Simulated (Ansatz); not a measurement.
Match the barriers

Saddle point of CH$_{5}$AlS, closed shell (CH₅AlS ([CH3][AlH][SH]) → AlHS ([AlH][S]) + CH₄; bonds formed: C2–H4; bonds broken: Al1–C2, S3–H4), PBE0-D4/def2-TZVP structure:

```
8
angstrom
Al -1.2304 0.2255 0.1960
C 0.8588 -0.0718 0.1161
S -1.6335 -0.3765 -1.7416
H -0.0365 -0.3144 -0.9449
H -1.6605 0.7591 1.6123
H 1.5947 -0.4178 -0.6158
H 1.1639 0.9411 0.4015
H 0.9436 -0.7452 0.9764
```

Program: Ansatz 0.2.0. Basis: def2-TZVPP, with def2-QZVPP for the basis limit. Cores are frozen in the correlated methods. B3LYP uses VWN-RPA correlation. Extrapolation: Hartree–Fock as exp(−7.88 √X), correlation as X^−2.97. Four methods, as single points on the PBE0-D4 structures, gave these electronic barriers from the start structure: 1.651, 1.958, 2.063, 2.627 eV.

Q: The methods were, in alphabetical order, B3LYP-D4, CCSD(T), HF, PBE-D4. Which gave which? (A judgement: the text doesn't fix the answer.)

A: The calculation gives: PBE-D4 1.651; B3LYP-D4 1.958; CCSD(T) 2.063; HF 2.627 eV. For comparison, CCSD(T) at an estimated basis limit (MP2 extrapolated from triple and quadruple zeta, plus CCSD(T) − MP2 in triple zeta) gives 2.003 eV.

T1 diagnostic: at most 0.019.

Labels in which every atom is bracketed show which atoms are joined, not bond orders.

For scale, one of the runs: CCSD(T)/def2-TZVPP, 185 basis functions, launched by `ansatz run in.yaml --threads 2 --pin off --events-out ev --progress --plain --max-ram 4352MiB`. Time: 36 s of wall clock on 2 CPU threads of an Arm Neoverse V2; the host was shared. Peak host memory: 1.7 GiB.
